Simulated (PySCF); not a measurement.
Compound: pyrazine, C₄H₄N₂.
SMILES with atom numbers: `[cH:1]1[cH:2][n:3][cH:4][cH:5][n:6]1`

NICS = −σ at a ghost point: NICS(0) at the centroid of the ring atoms, NICS(1) 1 Å to either side along the normal of their mean plane, zz for the tensor component along that normal. Level: GIAO PBE0/pcSseg-1 (PySCF, non-relativistic, gas phase) on the GFN2-xTB geometry, one conformer.

Ring bond lengths (Å), with Mayer bond orders in brackets: C1–C2 1.389 (1.36), C2–N3 1.324 (1.47), N3–C4 1.324 (1.47), C4–C5 1.389 (1.36), C5–N6 1.324 (1.47), N6–C1 1.324 (1.47).

**Question.** Give the NICS values of each ring in ppm.

**Answer.** 
```tsv
ring	type	NICS(0)	NICS(1), two faces	NICS(1)zz, two faces	rms pucker (Å)	centre to ring atoms, mean (Å)
C1–C2–N3–C4–C5–N6	6-membered ring with 2 N; formal bonds all aromatic	-5.8	-11.3 / -11.3	-29.1 / -29.1	0.00	1.35
```

**Question.** What do they say, and how far can they be read as aromaticity?

**Answer.** 
- C1–C2–N3–C4–C5–N6: mean NICS(1)zz -29.1 ppm, shielded, aromatic by this magnetic criterion (flat ring, no four-coordinate atom). NICS(0) lies 5 ppm above the mean NICS(1).

**Question.** How equal are the bonds by HOMA? HOMA = 1 − mean of α(R − Ropt)² over the ring bonds, with Krygowski's 1993 parameters (CC: Ropt 1.388 Å, α 257.7 Å⁻²; CN: Ropt 1.334 Å, α 93.52 Å⁻²).

**Answer.** 
- C1–C2–N3–C4–C5–N6: HOMA 0.99; the largest term is that of C5–N6, α(R − Ropt)² = 0.01. The geometric and the magnetic index point the same way.

**Question.** List the ring angles and the Hirshfeld charges of the ring atoms.

**Answer.** 
- C1–C2–N3–C4–C5–N6: C1 121.5° (+0.016 e), C2 121.5° (+0.016 e), N3 117.0° (-0.146 e), C4 121.5° (+0.016 e), C5 121.5° (+0.016 e), N6 117.1° (-0.146 e); sum 720.0° against 720° for a flat convex ring.
